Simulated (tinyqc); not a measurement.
UHF in the sto-3g basis, for BH3, spin multiplicity 1, step by step (part 1 of 3). Computed by tinyqc, a small Python program that keeps every step (integrals from PySCF). Settings: charge = 0, multiplicity = 1, basis = sto-3g, energy threshold = 1e-10, iteration cap = 63, orthogonalisation = symmetric, start = Wolfsberg-Helmholz matrix, DIIS depth = 0, damping = 0.7, method = UHF, break = 0.7. Command: `OMP_NUM_THREADS=1 python tinyqc.py 25229 25230 out.jsonl` (the two numbers bound the seeds that draw the settings). One thread of a shared host (Intel(R) Xeon(R) Processor @ 2.60GHz), about 0.1 s of CPU time with the checks. Later iterations appear only in the table of the cycle.

## One-electron integrals

Geometry (angstrom):
```
atom          x          y         z
B      0.000000   0.000000  0.037000
H      1.356000   0.000000  0.000000
H     -0.678000   1.174000  0.000000
H     -0.678000  -1.174000  0.000000
```

Basis sto-3g: exponents (1/bohr^2) and contraction coefficients of normalised primitives:
```
element  l (shell)   exponent  coefficient
B            s (1)  48.791113     0.154329
B            s (1)   8.887362     0.535328
B            s (1)   2.405267     0.444635
B            s (2)   2.236956    -0.099967
B            s (2)   0.519821     0.399513
B            s (2)   0.169062     0.700115
B            p (3)   2.236956     0.155916
B            p (3)   0.519821     0.607684
B            p (3)   0.169062     0.391957
H            s (1)   3.425251     0.154329
H            s (1)   0.623914     0.535328
H            s (1)   0.168855     0.444635
```

Overlap, kinetic and nuclear-attraction integrals over the contracted functions; the nuclear repulsion is the sum of Za Zb / Rab.

nuclear repulsion = 6.52840076 hartree

overlap S:
```
           1B 1s     1B 2s     1B 2px     1B 2py     1B 2pz      2H 1s      3H 1s      4H 1s
1B 1s   1.000000  0.269328   0.000000   0.000000   0.000000   0.045613   0.045642   0.045642
1B 2s   0.269328  1.000000   0.000000   0.000000   0.000000   0.393631   0.393765   0.393765
1B 2px  0.000000  0.000000   1.000000   0.000000   0.000000   0.427949  -0.214073  -0.214073
1B 2py  0.000000  0.000000   0.000000   1.000000   0.000000   0.000000   0.370682  -0.370682
1B 2pz  0.000000  0.000000   0.000000   0.000000   1.000000  -0.011677  -0.011682  -0.011682
2H 1s   0.045613  0.393631   0.427949   0.000000  -0.011677   1.000000   0.065435   0.065435
3H 1s   0.045642  0.393765  -0.214073   0.370682  -0.011682   0.065435   1.000000   0.065494
4H 1s   0.045642  0.393765  -0.214073  -0.370682  -0.011682   0.065435   0.065494   1.000000
```

kinetic energy T (hartree):
```
            1B 1s      1B 2s     1B 2px     1B 2py     1B 2pz      2H 1s      3H 1s      4H 1s
1B 1s   10.826302  -0.047967   0.000000   0.000000   0.000000  -0.012887  -0.012893  -0.012893
1B 2s   -0.047967   0.359168   0.000000   0.000000   0.000000   0.052427   0.052480   0.052480
1B 2px   0.000000   0.000000   1.123881   0.000000   0.000000   0.154323  -0.077234  -0.077234
1B 2py   0.000000   0.000000   0.000000   1.123881   0.000000   0.000000   0.133736  -0.133736
1B 2pz   0.000000   0.000000   0.000000   0.000000   1.123881  -0.004211  -0.004215  -0.004215
2H 1s   -0.012887   0.052427   0.154323   0.000000  -0.004211   0.760032  -0.011342  -0.011342
3H 1s   -0.012893   0.052480  -0.077234   0.133736  -0.004215  -0.011342   0.760032  -0.011343
4H 1s   -0.012893   0.052480  -0.077234  -0.133736  -0.004215  -0.011342  -0.011343   0.760032
```

nuclear attraction V (hartree):
```
             1B 1s      1B 2s     1B 2px     1B 2py     1B 2pz      2H 1s      3H 1s      4H 1s
1B 1s   -24.317863  -3.454604   0.000009   0.000000   0.001171  -0.586957  -0.587337  -0.587337
1B 2s    -3.454604  -4.920582   0.000072   0.000000   0.010917  -1.628500  -1.629209  -1.629209
1B 2px    0.000009   0.000072  -4.936822   0.000000  -0.000002  -1.662443   0.831711   0.831711
1B 2py    0.000000   0.000000   0.000000  -4.936824   0.000000   0.000000  -1.440134   1.440134
1B 2pz    0.001171   0.010917  -0.000002   0.000000  -4.795742   0.047142   0.047168   0.047168
2H 1s    -0.586957  -1.628500  -1.662443   0.000000   0.047142  -3.613322  -0.259189  -0.259189
3H 1s    -0.587337  -1.629209   0.831711  -1.440134   0.047168  -0.259189  -3.613760  -0.259421
4H 1s    -0.587337  -1.629209   0.831711   1.440134   0.047168  -0.259189  -0.259421  -3.613760
```

core Hamiltonian H = T + V (hartree):
```
             1B 1s      1B 2s     1B 2px     1B 2py     1B 2pz      2H 1s      3H 1s      4H 1s
1B 1s   -13.491561  -3.502571   0.000009   0.000000   0.001171  -0.599845  -0.600230  -0.600230
1B 2s    -3.502571  -4.561414   0.000072   0.000000   0.010917  -1.576073  -1.576730  -1.576730
1B 2px    0.000009   0.000072  -3.812941   0.000000  -0.000002  -1.508120   0.754476   0.754476
1B 2py    0.000000   0.000000   0.000000  -3.812943   0.000000   0.000000  -1.306398   1.306398
1B 2pz    0.001171   0.010917  -0.000002   0.000000  -3.671862   0.042931   0.042954   0.042954
2H 1s    -0.599845  -1.576073  -1.508120   0.000000   0.042931  -2.853290  -0.270530  -0.270530
3H 1s    -0.600230  -1.576730   0.754476  -1.306398   0.042954  -0.270530  -2.853729  -0.270764
4H 1s    -0.600230  -1.576730   0.754476   1.306398   0.042954  -0.270530  -0.270764  -2.853729
```

## Two-electron integrals

Functions are numbered as in S; the eight-fold symmetry (ij|kl) = (ji|kl) = (kl|ij) leaves the list below.

Two-electron integrals (ij|kl) in chemists' order, unique and non-zero (hartree):
```
(11|11) 2.923513    (21|11) 0.518376    (21|21) 0.109262    (22|11) 0.744229
(22|21) 0.193177    (22|22) 0.544804    (31|31) 0.020264    (32|31) 0.029996
(32|32) 0.120346    (33|11) 0.742491    (33|21) 0.193240    (33|22) 0.544682
(33|33) 0.586773    (41|41) 0.020264    (42|41) 0.029996    (42|42) 0.120346
(43|43) 0.031630    (44|11) 0.742491    (44|21) 0.193240    (44|22) 0.544682
(44|33) 0.523513    (44|44) 0.586773    (51|51) 0.020264    (52|51) 0.029996
(52|52) 0.120346    (53|53) 0.031630    (54|54) 0.031630    (55|11) 0.742491
(55|21) 0.193240    (55|22) 0.544682    (55|33) 0.523513    (55|44) 0.523513
(55|55) 0.586773    (61|11) 0.087339    (61|21) 0.018355    (61|22) 0.032596
(61|31) 0.001309    (61|32) 0.002428    (61|33) 0.032923    (61|44) 0.032441
(61|51) -0.000036   (61|52) -0.000066   (61|53) -0.000013   (61|55) 0.032442
(61|61) 0.003178    (62|11) 0.222005    (62|21) 0.058587    (62|22) 0.183210
(62|31) 0.006429    (62|32) 0.040084    (62|33) 0.193710    (62|44) 0.177866
(62|51) -0.000175   (62|52) -0.001094   (62|53) -0.000432   (62|55) 0.177878
(62|61) 0.010512    (62|62) 0.086971    (63|11) 0.212259    (63|21) 0.056735
(63|22) 0.187213    (63|31) 0.011038    (63|32) 0.064241    (63|33) 0.206777
(63|44) 0.177323    (63|51) -0.000146   (63|52) -0.001015   (63|53) -0.000603
(63|55) 0.177334    (63|61) 0.010643    (63|62) 0.103876    (63|63) 0.130798
(64|41) 0.005704    (64|42) 0.027056    (64|43) 0.007367    (64|54) -0.000201
(64|64) 0.009253    (65|11) -0.005792   (65|21) -0.001548   (65|22) -0.005108
(65|31) -0.000146   (65|32) -0.001015   (65|33) -0.005240   (65|44) -0.004838
(65|51) 0.005708    (65|52) 0.027083    (65|53) 0.007378    (65|55) -0.005241
(65|61) -0.000290   (65|62) -0.002834   (65|63) -0.003316   (65|65) 0.009343
(66|11) 0.386901    (66|21) 0.103966    (66|22) 0.368630    (66|31) 0.013365
(66|32) 0.111829    (66|33) 0.411226    (66|44) 0.347075    (66|51) -0.000365
(66|52) -0.003051   (66|53) -0.001750   (66|55) 0.347123    (66|61) 0.018959
(66|62) 0.227539    (66|63) 0.294596    (66|65) -0.008038   (66|66) 0.774606
(71|11) 0.087396    (71|21) 0.018367    (71|22) 0.032617    (71|31) -0.000655
(71|32) -0.001215   (71|33) 0.032583    (71|41) 0.001134    (71|42) 0.002104
(71|43) -0.000209   (71|44) 0.032823    (71|51) -0.000036   (71|52) -0.000066
(71|53) 0.000007    (71|54) -0.000011   (71|55) 0.032463    (71|61) 0.003041
(71|62) 0.009624    (71|63) 0.009123    (71|64) 0.000377    (71|65) -0.000267
(71|66) 0.017002    (71|71) 0.003182    (72|11) 0.222104    (72|21) 0.058613
(72|22) 0.183285    (72|31) -0.003217   (72|32) -0.020053   (72|33) 0.181903
(72|41) 0.005570    (72|42) 0.034724    (72|43) -0.006864   (72|44) 0.189825
(72|51) -0.000176   (72|52) -0.001094   (72|53) 0.000216    (72|54) -0.000375
(72|55) 0.177951    (72|61) 0.009622    (72|62) 0.056090    (72|63) 0.053946
(72|64) 0.006656    (72|65) -0.001787   (72|66) 0.110914    (72|71) 0.010524
(72|72) 0.087034    (73|11) -0.106190   (73|21) -0.028384   (73|22) -0.093657
(73|31) 0.007041    (73|32) 0.036372    (73|33) -0.097923   (73|41) -0.002311
(73|42) -0.016109   (73|43) 0.009571    (73|44) -0.094232   (73|51) 0.000073
(73|52) 0.000508    (73|53) -0.000302   (73|54) 0.000174    (73|55) -0.088715
(73|61) -0.004235   (73|62) -0.021212   (73|63) -0.016063   (73|64) -0.001749
(73|65) 0.000668    (73|66) -0.037682   (73|71) -0.005328   (73|72) -0.051983
(73|73) 0.039678    (74|11) 0.183875    (74|21) 0.049148    (74|22) 0.162173
(74|31) -0.002311   (74|32) -0.016109   (74|33) 0.156795    (74|41) 0.009708
(74|42) 0.054963    (74|43) -0.009208   (74|44) 0.175932    (74|51) -0.000126
(74|52) -0.000879   (74|53) 0.000174    (74|54) -0.000502   (74|55) 0.153616
(74|61) 0.008086    (74|62) 0.050040    (74|63) 0.048068    (74|64) 0.010686
(74|65) -0.001563   (74|66) 0.099676    (74|71) 0.009226    (74|72) 0.090012
(74|73) -0.052669   (74|74) 0.100460    (75|11) -0.005795   (75|21) -0.001549
(75|22) -0.005111   (75|31) 0.000073    (75|32) 0.000508    (75|33) -0.004942
(75|41) -0.000126   (75|42) -0.000879   (75|43) 0.000174    (75|44) -0.005142
(75|51) 0.005711    (75|52) 0.027097    (75|53) -0.003691   (75|54) 0.006391
(75|55) -0.005244   (75|61) -0.000267   (75|62) -0.001787   (75|63) -0.001687
(75|64) -0.000203   (75|65) 0.005430    (75|66) -0.003684   (75|71) -0.000291
(75|72) -0.002837   (75|73) 0.001660    (75|74) -0.002874   (75|75) 0.009352
(76|11) 0.035445    (76|21) 0.009362    (76|22) 0.029701    (76|31) 0.000436
(76|32) 0.002769    (76|33) 0.029963    (76|41) 0.000756    (76|42) 0.004795
(76|43) 0.000283    (76|44) 0.030290    (76|51) -0.000048   (76|52) -0.000302
(76|53) -0.000045   (76|54) -0.000077   (76|55) 0.028820    (76|61) 0.001622
(76|62) 0.011913    (76|63) 0.013222    (76|64) 0.001328    (76|65) -0.000424
(76|66) 0.027993    (76|71) 0.001623    (76|72) 0.011917    (76|73) -0.005463
(76|74) 0.012117    (76|75) -0.000424   (76|76) 0.002101    (77|11) 0.386979
(77|21) 0.103987    (77|22) 0.368690    (77|31) -0.006686   (77|32) -0.055939
(77|33) 0.363178    (77|41) 0.011578    (77|42) 0.096862    (77|43) -0.027789
(77|44) 0.395247    (77|51) -0.000365   (77|52) -0.003053   (77|53) 0.000876
(77|54) -0.001516   (77|55) 0.347177    (77|61) 0.016994    (77|62) 0.110885
(77|63) 0.105142    (77|64) 0.017212    (77|65) -0.003683   (77|66) 0.225128
(77|71) 0.018975    (77|72) 0.227632    (77|73) -0.147380   (77|74) 0.255198
(77|75) -0.008043   (77|76) 0.027993    (77|77) 0.774606    (81|11) 0.087396
(81|21) 0.018367    (81|22) 0.032617    (81|31) -0.000655   (81|32) -0.001215
(81|33) 0.032583    (81|41) -0.001134   (81|42) -0.002104   (81|43) 0.000209
(81|44) 0.032823    (81|51) -0.000036   (81|52) -0.000066   (81|53) 0.000007
(81|54) 0.000011    (81|55) 0.032463    (81|61) 0.003041    (81|62) 0.009624
(81|63) 0.009123    (81|64) -0.000377   (81|65) -0.000267   (81|66) 0.017002
(81|71) 0.003043    (81|72) 0.009628    (81|73) -0.004891   (81|74) 0.007715
(81|75) -0.000267   (81|76) 0.001511    (81|77) 0.017005    (81|81) 0.003182
(82|11) 0.222104    (82|21) 0.058613    (82|22) 0.183285    (82|31) -0.003217
(82|32) -0.020053   (82|33) 0.181903    (82|41) -0.005570   (82|42) -0.034724
(82|43) 0.006864    (82|44) 0.189825    (82|51) -0.000176   (82|52) -0.001094
(82|53) 0.000216    (82|54) 0.000375    (82|55) 0.177951    (82|61) 0.009622
(82|62) 0.056090    (82|63) 0.053946    (82|64) -0.006656   (82|65) -0.001787
(82|66) 0.110914    (82|71) 0.009628    (82|72) 0.056117    (82|73) -0.032759
(82|74) 0.043403    (82|75) -0.001788   (82|76) 0.008506    (82|77) 0.110938
(82|81) 0.010524    (82|82) 0.087034    (83|11) -0.106190   (83|21) -0.028384
(83|22) -0.093657   (83|31) 0.007041    (83|32) 0.036372    (83|33) -0.097923
(83|41) 0.002311    (83|42) 0.016109    (83|43) -0.009571   (83|44) -0.094232
(83|51) 0.000073    (83|52) 0.000508    (83|53) -0.000302   (83|54) -0.000174
(83|55) -0.088715   (83|61) -0.004235   (83|62) -0.021212   (83|63) -0.016063
(83|64) 0.001749    (83|65) 0.000668    (83|66) -0.037682   (83|71) -0.004891
(83|72) -0.032759   (83|73) 0.024078    (83|74) -0.024923   (83|75) 0.001021
(83|76) -0.003942   (83|77) -0.067522   (83|81) -0.005328   (83|82) -0.051983
(83|83) 0.039678    (84|11) -0.183875   (84|21) -0.049148   (84|22) -0.162173
(84|31) 0.002311    (84|32) 0.016109    (84|33) -0.156795   (84|41) 0.009708
(84|42) 0.054963    (84|43) -0.009208   (84|44) -0.175932   (84|51) 0.000126
(84|52) 0.000879    (84|53) -0.000174   (84|54) -0.000502   (84|55) -0.153616
(84|61) -0.008086   (84|62) -0.050040   (84|63) -0.048068   (84|64) 0.010686
(84|65) 0.001563    (84|66) -0.099676   (84|71) -0.007715   (84|72) -0.043403
(84|73) 0.024923    (84|74) -0.029433   (84|75) 0.001360    (84|76) -0.006825
(84|77) -0.082472   (84|81) -0.009226   (84|82) -0.090012   (84|83) 0.052669
(84|84) 0.100460    (85|11) -0.005795   (85|21) -0.001549   (85|22) -0.005111
(85|31) 0.000073    (85|32) 0.000508    (85|33) -0.004942   (85|41) 0.000126
(85|42) 0.000879    (85|43) -0.000174   (85|44) -0.005142   (85|51) 0.005711
(85|52) 0.027097    (85|53) -0.003691   (85|54) -0.006391   (85|55) -0.005244
(85|61) -0.000267   (85|62) -0.001787   (85|63) -0.001687   (85|64) 0.000203
(85|65) 0.005430    (85|66) -0.003684   (85|71) -0.000267   (85|72) -0.001788
(85|73) 0.001021    (85|74) -0.001360   (85|75) 0.005433    (85|76) -0.000294
(85|77) -0.003685   (85|81) -0.000291   (85|82) -0.002837   (85|83) 0.001660
(85|84) 0.002874    (85|85) 0.009352    (86|11) 0.035445    (86|21) 0.009362
(86|22) 0.029701    (86|31) 0.000436    (86|32) 0.002769    (86|33) 0.029963
(86|41) -0.000756   (86|42) -0.004795   (86|43) -0.000283   (86|44) 0.030290
(86|51) -0.000048   (86|52) -0.000302   (86|53) -0.000045   (86|54) 0.000077
(86|55) 0.028820    (86|61) 0.001622    (86|62) 0.011913    (86|63) 0.013222
(86|64) -0.001328   (86|65) -0.000424   (86|66) 0.027993    (86|71) 0.001511
(86|72) 0.008506    (86|73) -0.003942   (86|74) 0.006825    (86|75) -0.000294
(86|76) 0.001587    (86|77) 0.016537    (86|81) 0.001623    (86|82) 0.011917
(86|83) -0.005463   (86|84) -0.012117   (86|85) -0.000424   (86|86) 0.002101
(87|11) 0.035475    (87|21) 0.009370    (87|22) 0.029727    (87|31) -0.000873
(87|32) -0.005543   (87|33) 0.030481    (87|44) 0.029825    (87|51) -0.000048
(87|52) -0.000303   (87|53) 0.000090    (87|55) 0.028845    (87|61) 0.001511
(87|62) 0.008510    (87|63) 0.007886    (87|65) -0.000294   (87|66) 0.016549
(87|71) 0.001625    (87|72) 0.011929    (87|73) -0.007773   (87|74) 0.010799
(87|75) -0.000424   (87|76) 0.001588    (87|77) 0.028022    (87|81) 0.001625
(87|82) 0.011929    (87|83) -0.007773   (87|84) -0.010799   (87|85) -0.000424
(87|86) 0.001588    (87|87) 0.002105    (88|11) 0.386979    (88|21) 0.103987
(88|22) 0.368690    (88|31) -0.006686   (88|32) -0.055939   (88|33) 0.363178
(88|41) -0.011578   (88|42) -0.096862   (88|43) 0.027789    (88|44) 0.395247
(88|51) -0.000365   (88|52) -0.003053   (88|53) 0.000876    (88|54) 0.001516
(88|55) 0.347177    (88|61) 0.016994    (88|62) 0.110885    (88|63) 0.105142
(88|64) -0.017212   (88|65) -0.003683   (88|66) 0.225128    (88|71) 0.017005
(88|72) 0.110938    (88|73) -0.067522   (88|74) 0.082472    (88|75) -0.003685
(88|76) 0.016537    (88|77) 0.225175    (88|81) 0.018975    (88|82) 0.227632
(88|83) -0.147380   (88|84) -0.255198   (88|85) -0.008043   (88|86) 0.027993
(88|87) 0.028022    (88|88) 0.774606
```

## Orthogonalisation

S = U s U^T; symmetric (Loewdin) form X = U s^(-1/2) U^T, so that X^T S X = 1.

eigenvalues of S: 0.345306  0.442008  0.442064  0.962216  1.001460  1.492498  1.492520  1.821928

X:
```
            1B 1s      1B 2s     1B 2px     1B 2py     1B 2pz      2H 1s      3H 1s      4H 1s
1B 1s    1.032785  -0.170535   0.000008   0.000000   0.000842   0.025508   0.025514   0.025514
1B 2s   -0.170535   1.275446  -0.000090   0.000000  -0.007102  -0.257190  -0.257332  -0.257332
1B 2px   0.000008  -0.000090   1.139943   0.000000   0.000003  -0.279248   0.139715   0.139715
1B 2py   0.000000   0.000000   0.000000   1.139965   0.000000   0.000000  -0.241918   0.241918
1B 2pz   0.000842  -0.007102   0.000003   0.000000   1.000204   0.007438   0.007443   0.007443
2H 1s    0.025508  -0.257190  -0.279248   0.000000   0.007438   1.172653  -0.009929  -0.009929
3H 1s    0.025514  -0.257332   0.139715  -0.241918   0.007443  -0.009929   1.172790  -0.009918
4H 1s    0.025514  -0.257332   0.139715   0.241918   0.007443  -0.009929  -0.009918   1.172790
```

## Starting guess

The start is the generalised Wolfsberg-Helmholz matrix (K = 1.75) built on H, with HOMO and LUMO mixed by +/-0.7 rad for the two spins; D(s) = C_occ C_occ^T for each spin.

D(alpha) at the start:
```
            1B 1s      1B 2s     1B 2px     1B 2py     1B 2pz      2H 1s      3H 1s      4H 1s
1B 1s    1.020172  -0.077069  -0.003170   0.000000  -0.000112  -0.085522  -0.083382  -0.083382
1B 2s   -0.077069   0.395565   0.009299   0.000000   0.000799   0.172316   0.166006   0.166006
1B 2px  -0.003170   0.009299   0.311430   0.000000   0.359401   0.142720  -0.070545  -0.070545
1B 2py   0.000000   0.000000   0.000000   0.532322   0.000000   0.000000   0.210496  -0.210496
1B 2pz  -0.000112   0.000799   0.359401   0.000000   0.415013   0.160399  -0.085718  -0.085718
2H 1s   -0.085522   0.172316   0.142720   0.000000   0.160399   0.139475   0.041767   0.041767
3H 1s   -0.083382   0.166006  -0.070545   0.210496  -0.085718   0.041767   0.173337   0.006865
4H 1s   -0.083382   0.166006  -0.070545  -0.210496  -0.085718   0.041767   0.006865   0.173337
```

D(beta) at the start:
```
            1B 1s      1B 2s     1B 2px     1B 2py     1B 2pz      2H 1s      3H 1s      4H 1s
1B 1s    1.020164  -0.077049   0.003361   0.000000   0.000280  -0.082536  -0.084868  -0.084868
1B 2s   -0.077049   0.395512  -0.009754   0.000000  -0.000216   0.163605   0.170342   0.170342
1B 2px   0.003361  -0.009754   0.311432   0.000000  -0.359389   0.141405  -0.071860  -0.071860
1B 2py   0.000000   0.000000   0.000000   0.532322   0.000000   0.000000   0.210496  -0.210496
1B 2pz   0.000280  -0.000216  -0.359389   0.000000   0.415068  -0.168156   0.077948   0.077948
2H 1s   -0.082536   0.163605   0.141405   0.000000  -0.168156   0.138272   0.041465   0.041465
3H 1s   -0.084868   0.170342  -0.071860   0.210496   0.077948   0.041465   0.173936   0.007463
4H 1s   -0.084868   0.170342  -0.071860  -0.210496   0.077948   0.041465   0.007463   0.173936
```
